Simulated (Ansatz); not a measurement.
# [PH4]+ (SMILES [PH4+]) at 6 levels

Wanted: a comparison of 6 runs (B2PLYP/3-21G, SVWN5/6-31G, UPBE0/3-21G, r2SCAN/6-31G, r2SCAN0/6-31G, CCSD/6-31G) of [PH4]+. 

The calculation is run with Ansatz 0.2.0.

**1. The structure to begin with**

The species is [PH4]+ (5 atoms), meant as a singlet with charge +1. SMILES: `[PH4+]`. The H3–P1 distance was set to 3.438 Å, away from the relaxed value. At this shape a bond of the SMILES string is far longer than usual.

Bond lengths: P1–H2 1.375 Å, P1–H4 1.375 Å, P1–H5 1.375 Å. Angles: H2–P1–H4 109.5°, H2–P1–H5 109.5°, H4–P1–H5 109.5°.

**2. The energy at B2PLYP/3-21G (run 1)**

The input, in.yaml:

```yaml
crystal:
  periodic: [false, false, false]
  atoms:
    - symbol: P
      position_ang: [0.925931, 1.524077, -1.036391]
    - symbol: H
      position_ang: [2.283411, 1.462747, -0.825991]
    - symbol: H
      position_ang: [-0.617320, -1.016050, 0.691010]
    - symbol: H
      position_ang: [0.664091, 1.390327, -2.379781]
    - symbol: H
      position_ang: [0.447701, 2.735217, -0.594611]
basis:
  gaussian: {orbitals: 3-21G.json}
hamiltonian: {xc: {name: B2PLYP}}
accuracy: high
correlation: {frozen_orbitals: {H: 0, P: 5}}
total_charge: 1
```

The basis set 3-21G is read from a file made from the Basis Set Exchange's data (not shown).

On the command line:

```bash
$ ansatz run in.yaml --threads 1 --pin off --max-ram 2610MiB --events-out events.jsonl --progress --plain --runs-dir runs
```

Standard output:

```text
Warning: RAYON_NUM_THREADS=1 ignored (pool sized by the plan → 1); use --threads N
Functional definition: B2PLYP
  name "B2PLYP"
  parameter a = 0.53
  parameter c = 0.27
  exchange = (1 - a)*b88_x + a*exact_x
  correlation = (1 - c)*lyp_c + c*(mp2_os + mp2_ss)
403 factors; integrals over basis functions are off by at most 4.8e-9 eV
mean field evaluation 1: about -9282.9330 eV, gradient 2.2e1 eV
mean field evaluation 2: about -9282.9209 eV, gradient 2.2e1 eV
mean field evaluation 4: about -9285.2176 eV, gradient 8.4e0 eV
mean field evaluation 8: about -9286.7100 eV, gradient 7.7e-1 eV
mean field evaluation 16: about -9286.7126 eV, gradient 1.4e-5 eV
mean field -9286.71262889 eV, -341.2803943518 hartree, gradient 2.6e-8 eV, S^2 0.000000; 0 other end points of the search recorded, 0 dependent functions left out; unrestricted orbitals would lower it
5 core orbitals not correlated: weight in the atoms' cores, before any rotation towards them, 1.000 or more for the frozen orbitals, at most 0.000 for the correlated occupied ones
reference -9286.71264771 eV, -341.2803950435 hartree; 4, 4 occupied and 12, 12 virtual orbitals, 403 factors
second order -4.79163688 eV of doubles, -0.00000000 eV of singles
Total energy: -9288.00638967 eV, -341.3279391836 hartree
```

Run time: 0.89 s. Hardware: 1 thread of AMD EPYC 7R43 (Zen 3), shared host; peak memory 0.1 GiB.

**3. The energy at SVWN5/6-31G (run 2)**

The input, input.yaml:

```yaml
crystal:
  periodic: [false, false, false]
  atoms:
    - {symbol: P, position_ang: [0.925931, 1.524077, -1.036391]}
    - {symbol: H, position_ang: [2.283411, 1.462747, -0.825991]}
    - {symbol: H, position_ang: [-0.617320, -1.016050, 0.691010]}
    - {symbol: H, position_ang: [0.664091, 1.390327, -2.379781]}
    - {symbol: H, position_ang: [0.447701, 2.735217, -0.594611]}
basis:
  gaussian: {orbitals: 6-31G}
total_charge: 1
hamiltonian: {xc: {name: SVWN5}}
accuracy: high
```

On the command line:

```bash
$ ansatz run input.yaml --threads 1 --pin off --max-ram 2610MiB --events-out events.jsonl --progress --plain --runs-dir runs
```

Standard output:

```text
Warning: RAYON_NUM_THREADS=1 ignored (pool sized by the plan → 1); use --threads N
Functional definition: SVWN5
  name "SVWN5"
  exchange = slater_x
  correlation = vwn5_c
461 factors; integrals over basis functions are off by at most 4.1e-9 eV
mean field evaluation 1: about -9296.9375 eV, gradient 3.0e1 eV
mean field evaluation 2: about -9281.0493 eV, gradient 5.3e1 eV
mean field evaluation 4: about -9287.9715 eV, gradient 3.3e1 eV
mean field evaluation 8: about -9300.9581 eV, gradient 8.4e0 eV
mean field evaluation 16: about -9303.6425 eV, gradient 4.4e-9 eV
mean field -9303.64252708 eV, -341.9025566347 hartree, gradient 1.0e-8 eV, S^2 0.000000; 0 other end points of the search recorded, 0 dependent functions left out
reference -9303.64252975 eV, -341.9025567328 hartree; 9, 9 occupied and 12, 12 virtual orbitals, 461 factors
Total energy: -9303.64252975 eV, -341.9025567328 hartree
```

It took 0.57 s on 1 thread of AMD EPYC 7R43 (Zen 3), shared host; peak memory 0.097 GiB.

Runs 3 to 5 aren't shown in full; the table further down has their settings and results.

**4. A single-point energy at CCSD/6-31G (run 6)**

The input, molecule.yaml:

```yaml
crystal:
  periodic: [false, false, false]
  atoms:
    - symbol: P
      position_ang: [0.925931, 1.524077, -1.036391]
    - symbol: H
      position_ang: [2.283411, 1.462747, -0.825991]
    - symbol: H
      position_ang: [-0.617320, -1.016050, 0.691010]
    - symbol: H
      position_ang: [0.664091, 1.390327, -2.379781]
    - symbol: H
      position_ang: [0.447701, 2.735217, -0.594611]
basis:
  gaussian:
    orbitals: 6-31G
total_charge: 1
correlation:
  method: ccsd
  frozen_orbitals: {H: 0, P: 5}
accuracy: high
scf:
  omitted_lower_state_checks: [cluster_reference, increment]
```

On the command line:

```bash
$ ansatz run molecule.yaml --threads 1 --pin off --max-ram 2610MiB --events-out events.jsonl --progress --plain --runs-dir runs
```

Standard output:

```text
Warning: RAYON_NUM_THREADS=1 ignored (pool sized by the plan → 1); use --threads N
[... 11 lines left out ...]
5 core orbitals not correlated: weight in the atoms' cores, before any rotation towards them, 1.000 or more for the frozen orbitals, at most 0.000 for the correlated occupied ones
[... 32 lines left out ...]
WARN: these amplitudes may be one of several solutions (largest doubles amplitude 0.80, level shift 4.79 eV)
Total energy: -9323.85369965 eV, -342.6453035272 hartree
Checks for a lower state left out: cluster_reference, increment
```

It took 0.24 s on 1 thread of AMD EPYC 7R43 (Zen 3), shared host.

**5. Overview of the runs**

```csv
run,level,frozen core orbitals,energy (Eh),wall time
1,B2PLYP/3-21G,5,-341.327939,0.89 s
2,SVWN5/6-31G,–,-341.902557,0.57 s
3,UPBE0/3-21G,–,-341.382403,2.6 s
4,r2SCAN/6-31G,–,-343.171397,1.7 s
5,r2SCAN0/6-31G,–,-343.150108,1.6 s
6,CCSD/6-31G,5,-342.645304,0.24 s
```

**6. Summary of results**

| quantity | value |
| --- | --- |
| run 6: total energy | -342.64530 Eh |
| run 6: correlation energy (5 core orbitals frozen) | -171.8 mEh |
| run 6: T1 diagnostic | 0.123 |

**Reading.** Totals of different functionals can't be ranked against each other. In run 6 the T1 diagnostic is large, so a single reference may not serve. In runs 1, 6 the log says that unrestricted orbitals would lower the reference, so the values rest on an unstable closed-shell determinant (other closed-shell runs at this shape may share the fault). Spin contamination of the reference: run 3 ⟨S²⟩ = 0.82. Where it is this large, the reference is a mixture of spin states, and values that rest on it are in doubt. All runs together took 7.7 s, the longest 2.6 s.
